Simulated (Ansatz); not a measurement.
A nudged elastic band was laid between two geometries of C2H6OS3 (12 atoms, charge 0, multiplicity 1).

Computed with RKS PBE0-D4/def2-SVP in Ansatz.

```
movable images  : 5
climbing image  : yes
spring          : 5.0 eV/Å²
optimiser       : quadratic models (default)
start path      : through a guess of the saddle point
force threshold : 0.03 eV/Å
iteration limit : 60
end points      : relaxed
```

Image 0:

```xyz
12
Properties=species:S:1:pos:R:3
C -0.201 -1.606 0.323
C -0.136 -0.096 0.251
O 0.751 0.365 1.184
S -1.770 0.703 0.602
S 0.410 0.307 -1.501
S 0.919 2.290 -1.255
H -0.886 -2.009 -0.436
H -0.568 -1.898 1.316
H 0.805 -2.025 0.170
H 0.819 1.328 1.060
H -2.317 0.475 -0.611
H 2.251 2.111 -1.068
```

Image 6:

```xyz
12
Properties=species:S:1:pos:R:3
C -0.043 -1.409 0.221
C -0.160 0.088 0.341
O 0.610 0.595 1.310
S -1.882 0.700 0.517
S 0.472 0.889 -1.352
S 1.062 2.683 -0.716
H -0.595 -1.790 -0.650
H -0.464 -1.869 1.127
H 1.016 -1.698 0.146
H 0.821 1.545 1.056
H -2.375 0.084 -0.581
H 1.615 0.126 -1.386
```

Task: What changes between the two ends?

Result: Bonds broken: S6–H12. Bonds formed: S5–H12.

Task: What energy profile does the band end with?

Result: It converged. The highest image is number 4 of 0 to 6, 167.9 kJ/mol above the first end and 83.9 kJ/mol above the last; the last end lies 84.0 kJ/mol above the first. A vibrational analysis at the climbing image gives one clearly imaginary mode, 1040i cm⁻¹: a first-order saddle point. The orbitals stay closed-shell, which can raise the energy where a bond breaks towards radicals; this wasn't checked here.

```csv
image,path coordinate (Å),energy (kJ/mol),S6–H12 (Å),S5–H12 (Å)
0,0.00,0.0,1.36,2.61
1,0.49,2.2,1.36,2.59
2,0.98,17.1,1.34,2.42
3,1.48,92.5,1.39,1.93
4,1.97,167.9,1.78,1.44
5,2.54,103.9,2.43,1.35
6,3.10,84.0,2.70,1.37
```

Task: What is the geometry of the highest image?

Result: 
```xyz
12
Properties=species:S:1:pos:R:3
C -0.117 -1.485 0.239
C -0.155 0.022 0.288
O 0.663 0.512 1.235
S -1.844 0.720 0.512
S 0.437 0.664 -1.446
S 1.152 2.581 -0.831
H -0.740 -1.877 -0.577
H -0.501 -1.875 1.192
H 0.920 -1.826 0.107
H 0.855 1.461 0.998
H -2.406 0.095 -0.547
H 1.813 0.951 -1.135
```

Task: What are the harmonic wavenumbers there?

Result: 1040i, 77, 186, 222, 239, 252, 280, 338, 379, 427, 485, 523, 607, 668, 745, 900, 989, 1055, 1109, 1310, 1379, 1435, 1448, 1456, 2144, 2707, 3070, 3179, 3181, 3271 cm⁻¹.

Run time: 4.1 min on 2 threads of Arm Neoverse V1, with other jobs on the host, peak memory 0.34 GiB.
